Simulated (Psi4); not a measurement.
# One shape, several levels: SiH2O2 (SMILES O[Si]O)

Wanted: a comparison of 3 runs (B3LYP/6-31G*, FNO-CCSD(T)/6-31G*) of SiH2O2. 

The results are computed with Psi4 1.11.

4 further runs of the same task are left out: 2 that didn't finish, 2 set aside as unsound or not needed.

## Step 1: Starting point

SiH2O2: 5 atoms, total charge 0, spin state singlet. As SMILES, `O[Si]O`. The coordinates come from a PBE0-D4/def2-TZVP relaxation. This is one conformer, not always the lowest.

Bond lengths: O1–Si2 1.642 Å, Si2–O3 1.663 Å, O1–H4 0.964 Å, O3–H5 0.960 Å. Angles: O1–Si2–O3 99.4°, Si2–O1–H4 117.5°, Si2–O3–H5 116.1°.

## Step 2: Energy and forces at B3LYP/6-31G(d) (Cartesian functions) (run 1)

run.py

```python
import psi4

psi4.set_memory('1600 MB')
psi4.set_num_threads(1)
psi4.set_output_file('run.log', False)

m = psi4.geometry("""
0 1
O     -1.443200    -0.105600    -0.275000
Si    -0.212000    -0.791300     0.567700
O      1.036000     0.187500     0.068600
H     -1.231900     0.648900    -0.836100
H      1.901100    -0.013100     0.433400
symmetry c1
""")

options = {'basis': '6-31G*', 'reference': 'rks', 'puream': False, 'e_convergence': 1e-09, 'd_convergence': 1e-08, 'scf_type': 'pk', 'dft_radial_points': 99, 'dft_spherical_points': 590}
psi4.set_options(options)

energy_value, wavefunction = psi4.gradient("b3lyp", molecule=m, return_wfn=True)
psi4.oeprop(wavefunction, "MULLIKEN_CHARGES", "WIBERG_LOWDIN_INDICES", "DIPOLE")
print('gradient / Eh bohr^-1')
print(energy_value.np.round(6))
print(f'energy = {wavefunction.energy():.10f} Eh')
```

Launch:

```bash
python run.py
```

run.log:

```text
[...]
  Running in c1 symmetry.
[...]
  Nuclear repulsion =  103.646253627355790
[...]
  Multiplicity = 1
[...]
  Nalpha       = 16
  Nbeta        = 16
[...]
    Number of basis functions: 53
[...]
   @RKS iter   1:  -440.88285228044435   -2.56147e-01   1.70768e-02 ADIIS/DIIS
[...]
   @RKS iter  11:  -441.18949111359268   -6.25278e-13   3.26349e-09 DIIS
[...]
    Orbital Energies [Eh]
    ---------------------
    Doubly Occupied:
       1A    -66.158120     2A    -19.160403     3A    -19.155463
       4A     -5.301153     5A     -3.661841     6A     -3.659736
       7A     -3.655861     8A     -1.021097     9A     -0.994468
      10A     -0.564997    11A     -0.522358    12A     -0.398354
      13A     -0.368141    14A     -0.360685    15A     -0.325072
      16A     -0.246858
[...]
  @RKS Final Energy:  -441.18949111359268
   => Energetics <=
    Nuclear Repulsion Energy =            103.6462536273557902
    One-Electron Energy =                -816.1145839657170882
    Two-Electron Energy =                 302.6753975295845862
    DFT Exchange-Correlation Energy =     -31.3965583048159580
    Empirical Dispersion Energy =           0.0000000000000000
    VV10 Nonlocal Energy =                  0.0000000000000000
    Total Energy =                       -441.1894911135926804
[...]
  -Total Gradient:
     Atom            X                  Y                   Z
    ------   -----------------  -----------------  -----------------
       1        0.011436524271     0.002040934149     0.001036932923
       2       -0.001707168815     0.010988986451    -0.009293435458
       3       -0.000008786481    -0.008361238446     0.006762187091
       4       -0.002288940497    -0.006875765275     0.005018229124
       5       -0.007471200207     0.002208880691    -0.003534605547
[...]
 Multipole Moments:
 ------------------------------------------------------------------------------------
     Multipole            Electronic (a.u.)      Nuclear  (a.u.)        Total (a.u.)
 ------------------------------------------------------------------------------------
 L = 1.  Multiply by 2.5417464519 to convert [e a0] to [Debye]
 Dipole X            :         -0.2654430            0.9827718            0.7173288
 Dipole Y            :         -0.8814948            1.2000747            0.3185799
 Dipole Z            :          0.6505862           -0.7406014           -0.0900152
 Magnitude           :                                                    0.7900357
[...]
  Mulliken Charges: (a.u.)
   Center  Symbol    Alpha    Beta     Spin     Total
       1     O     4.33378  4.33378  0.00000 -0.66756
       2    SI     6.73021  6.73021  0.00000  0.53959
       3     O     4.35069  4.35069  0.00000 -0.70137
       4     H     0.29461  0.29461  0.00000  0.41077
       5     H     0.29072  0.29072  0.00000  0.41857
   Total alpha = 16.00000, Total beta = 16.00000, Total charge =  0.00000
  Wiberg Bond Indices using Orthogonal Lowdin Orbitals:
[...]
```

On the terminal:

```text
gradient / Eh bohr^-1
[[ 1.1437e-02  2.0410e-03  1.0370e-03]
 [-1.7070e-03  1.0989e-02 -9.2930e-03]
 [-9.0000e-06 -8.3610e-03  6.7620e-03]
 [-2.2890e-03 -6.8760e-03  5.0180e-03]
 [-7.4710e-03  2.2090e-03 -3.5350e-03]]
energy = -441.1894911136 Eh
```

Run time: 8.7 s. Hardware: 1 thread of AMD EPYC 9R14 (Zen 4), shared host; peak memory 0.61 GiB.

## Step 3: A single-point energy at FNO-CCSD(T)/6-31G(d) (Cholesky decomposition, Cartesian functions) (run 2)

job.json

```json
{
  "schema_name": "qcschema_input",
  "schema_version": 1,
  "molecule": {
    "schema_name": "qcschema_molecule",
    "schema_version": 2,
    "symbols": ["O", "Si", "O", "H", "H"],
    "geometry": [-2.72725274, -0.19955508, -0.51967468, -0.40062194, -1.49534028, 1.07279752, 1.95775627, 0.35432365, 0.12963521, -2.32795361, 1.22624328, -1.58000001, 3.59255834, -0.02475541, 0.8190073],
    "molecular_charge": 0,
    "molecular_multiplicity": 1,
    "fix_symmetry": "c1"
  },
  "driver": "energy",
  "model": {
    "method": "fno-ccsd(t)",
    "basis": "6-31G*"
  },
  "keywords": {
    "reference": "rhf",
    "scf_type": "cd",
    "freeze_core": "true"
  }
}
```

Launch:

```bash
psi4 --qcschema job.json -n 1 --memory 1600MB
```

stdout:

```text
[...]
  Running in c1 symmetry.
[...]
  Nuclear repulsion =  103.646253707904961
[...]
  Multiplicity = 1
[...]
  Nalpha       = 16
  Nbeta        = 16
[...]
    Number of basis functions: 53
[...]
   @RHF iter   1:  -439.73163725798452   -8.67503e-01   1.04007e-02 DIIS/ADIIS
[...]
   @RHF iter  11:  -439.85662209480495   -4.32010e-12   6.75497e-09 DIIS
[...]
    Orbital Energies [Eh]
    ---------------------
    Doubly Occupied:
       1A    -68.808547     2A    -20.574995     3A    -20.569553
       4A     -6.157658     5A     -4.260787     6A     -4.260541
       7A     -4.258895     8A     -1.360113     9A     -1.328552
      10A     -0.754181    11A     -0.706699    12A     -0.586406
      13A     -0.547412    14A     -0.546839    15A     -0.503009
      16A     -0.353166
[...]
  @RHF Final Energy:  -439.85662209480495
   => Energetics <=
    Nuclear Repulsion Energy =            103.6462537079049611
    One-Electron Energy =                -815.8510487175973367
    Two-Electron Energy =                 272.3481729148874138
    Total Energy =                       -439.8566220948049477
[...]
 Multipole Moments:
 ------------------------------------------------------------------------------------
     Multipole            Electronic (a.u.)      Nuclear  (a.u.)        Total (a.u.)
 ------------------------------------------------------------------------------------
 L = 1.  Multiply by 2.5417464519 to convert [e a0] to [Debye]
 Dipole X            :         -0.2388154            0.9827718            0.7439564
 Dipole Y            :         -0.9402603            1.2000747            0.2598144
 Dipole Z            :          0.7042750           -0.7406014           -0.0363265
 Magnitude           :                                                    0.7888563
[...]
      * MP2 total energy:                   -440.292938492757
[...]
      * MP2 total energy:                   -440.292938492757
[...]
      * MP3 total energy:                   -440.301393227775
[...]
      * CCSD total energy:                  -440.311445874544
[...]
      * CCSD(T) total energy                -440.320956004691
[...]
```

The result, in JSON:

```text
{
 "driver": "energy",
 "model": {
  "method": "fno-ccsd(t)",
  "basis": "6-31G*"
 },
 "success": true,
 "return_result": -440.32095600469114,
 "properties": {
  "calcinfo_nbasis": 53,
  "calcinfo_nmo": 53,
  "calcinfo_nalpha": 16,
  "calcinfo_nbeta": 16,
  "calcinfo_natom": 5,
  "nuclear_repulsion_energy": 103.64625370790496,
  "return_energy": -440.32095600469114,
  "scf_one_electron_energy": -815.8510487175973,
  "scf_two_electron_energy": 272.3481729148874,
  "scf_dipole_moment": [0.743956420262194, 0.25981443390017556, -0.03632646645841431],
  "scf_total_energy": -439.85662209480495,
  "scf_iterations": 11,
  "mp2_same_spin_correlation_energy": -0.11496139608503694,
  "mp2_opposite_spin_correlation_energy": -0.321355001866862,
  "mp2_singles_energy": 0.0,
  "mp2_doubles_energy": -0.4363163979518989,
  "mp2_correlation_energy": -0.4363163979518989,
  "mp2_total_energy": -440.29293849275683,
  "ccsd_same_spin_correlation_energy": -0.10118801268927374,
  "ccsd_opposite_spin_correlation_energy": -0.35363576704942573,
  "ccsd_singles_energy": 0.0,
  "ccsd_doubles_energy": -0.4548237797386995,
  "ccsd_correlation_energy": -0.4548237797386991,
  "ccsd_total_energy": -440.31144587454367,
  "ccsd_iterations": 13,
  "ccsd_prt_pr_correlation_energy": -0.46433390988616957,
  "ccsd_prt_pr_total_energy": -440.32095600469114
 }
}
```

Run time: 5.4 s. Hardware: 1 thread of AMD EPYC 9R14 (Zen 4), shared host; peak memory 0.25 GiB.

## Step 4: A single-point energy at FNO-CCSD(T)/6-31G(d) (ZORA, Cholesky decomposition, Cartesian functions) (run 3)

h2o2si.xyz

```xyz
5
H2O2Si
O     -1.443200    -0.105600    -0.275000
Si    -0.212000    -0.791300     0.567700
O      1.036000     0.187500     0.068600
H     -1.231900     0.648900    -0.836100
H      1.901100    -0.013100     0.433400
```

run.py

```python
import psi4

psi4.set_memory('1600 MB')
psi4.set_num_threads(1)
psi4.core.set_output_file('psi4.out', False)

with open('h2o2si.xyz') as f:
    atoms = ''.join(f.readlines()[2:])
geom = psi4.geometry('0 1\n' + atoms + 'symmetry c1')

psi4.set_options({
    'reference': 'rhf',
    'scf_type': 'cd',
    'freeze_core': 'true',
    'relativistic': 'zora',
})

E = psi4.energy('fno-ccsd(t)/6-31G*', molecule=geom)
print('E =', round(E, 9))
```

Launch:

```bash
python run.py
```

psi4.out:

```text
[...]
  Running in c1 symmetry.
[...]
  Nuclear repulsion =  103.646253627355790
[...]
  Multiplicity = 1
[...]
  Nalpha       = 16
  Nbeta        = 16
[...]
    Number of basis functions: 53
[...]
   @RHF iter   1:  -440.79939365985672   -8.71896e-01   1.04411e-02 DIIS/ADIIS
[...]
   @RHF iter  11:  -440.92540145222705   -3.29692e-12   6.82781e-09 DIIS
[...]
    Orbital Energies [Eh]
    ---------------------
    Doubly Occupied:
       1A    -69.170155     2A    -20.607463     3A    -20.602049
       4A     -6.189290     5A     -4.266399     6A     -4.266105
       7A     -4.264472     8A     -1.361456     9A     -1.329902
      10A     -0.754276    11A     -0.706206    12A     -0.586256
      13A     -0.546950    14A     -0.546451    15A     -0.502546
      16A     -0.353717
[...]
  @RHF Final Energy:  -440.92540145222705
   => Energetics <=
    Nuclear Repulsion Energy =            103.6462536273557902
    One-Electron Energy =                -817.0359281571976453
    Two-Electron Energy =                 272.4642730776147914
    Total Energy =                       -440.9254014522270495
[...]
 Multipole Moments:
 ------------------------------------------------------------------------------------
     Multipole            Electronic (a.u.)      Nuclear  (a.u.)        Total (a.u.)
 ------------------------------------------------------------------------------------
 L = 1.  Multiply by 2.5417464519 to convert [e a0] to [Debye]
 Dipole X            :         -0.2387504            0.9827718            0.7440214
 Dipole Y            :         -0.9463534            1.2000747            0.2537213
 Dipole Z            :          0.7092166           -0.7406014           -0.0313848
 Magnitude           :                                                    0.7867194
[...]
      * MP2 total energy:                   -441.361996371373
[...]
      * MP2 total energy:                   -441.361996371373
[...]
      * MP3 total energy:                   -441.370394159623
[...]
      * CCSD total energy:                  -441.380452696464
[...]
      * CCSD(T) total energy                -441.389982696356
[...]
```

Standard output:

```text
E = -441.389982696
```

Wall time 11 s (1 thread of AMD EPYC 9R14 (Zen 4), shared host); peak memory 0.34 GiB.

## Step 5: The series

| run | level | task | integrals | energy (Eh) | HOMO energy (eV) | LUMO energy (eV) | HOMO–LUMO gap (eV) | wall time |
| --- | --- | --- | --- | --- | --- | --- | --- | --- |
| 1 | B3LYP/6-31G* (Cartesian functions) | gradient | pk | -441.189491 | -6.72 | -1.00 | 5.72 | 8.7 s |
| 2 | FNO-CCSD(T)/6-31G* (Cholesky decomposition, Cartesian functions) | energy | cd | -440.320956 | -9.61 | 2.25 | 11.86 | 5.4 s |
| 3 | FNO-CCSD(T)/6-31G* (ZORA, Cholesky decomposition, Cartesian functions) | energy | cd | -441.389983 | -9.63 | 2.26 | 11.88 | 11 s |

## Step 6: Outcome

| quantity | value |
| --- | --- |
| run 3: total energy | -441.38998 Eh |
| run 3: HOMO energy (Hartree–Fock orbitals) | -9.63 eV |
| run 3: LUMO energy (Hartree–Fock orbitals) | 2.26 eV |
| run 3: HOMO–LUMO gap (Hartree–Fock orbitals) | 11.88 eV |
| run 3: correlation energy (7 core orbitals frozen) | -464.6 mEh |
| run 3: (T) correction | -9.53 mEh |
| run 3: T1 diagnostic | 0.016 |

In words: Some runs of one species differ in core potentials or relativity; totals across that change don't compare. All runs together took 26 s, the longest 11 s.
